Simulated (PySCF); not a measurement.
Bonds broken one at a time in the series Ga Cl-CH3. Isolated molecules, 0 K electronic values unless said otherwise. Strings in code marks are SMILES.

The dipole moment from two functionals at the same geometries (PBE0-D4/def2-TZVP), both in PySCF: PBE-D3(BJ)/def2-TZVP and PBE0-D4/def2-TZVP. 

| species | PBE-D3(BJ)/def2-TZVP (D) | PBE0-D4/def2-TZVP (D) |
|---|---|---|
| whole molecule (`[Cl][Ga]([Cl])[Cl]`) | 0.00 | 0.00 |
| radical fragment (`[Cl][Ga][Cl]`) | 1.55 | 1.76 |
| whole molecule (`[CH3][Ga]([Cl])[Cl]`) | 2.71 | 2.79 |
| radical fragment (`[CH3]`) | 0.00 | 0.00 |
| radical fragment (`[Ga]([CH3])[Cl]`) | 2.49 | 2.62 |
| whole molecule (`[Ga]([CH3])([CH3])[CH3]`) | 0.00 | 0.00 |

Over these rows, drawn at random from the members with no instability flagged (it was tested for open shells, ions and some series alone), PBE minus PBE0-D4: mean -0.07 D, from -0.21 D to 0.00 D.
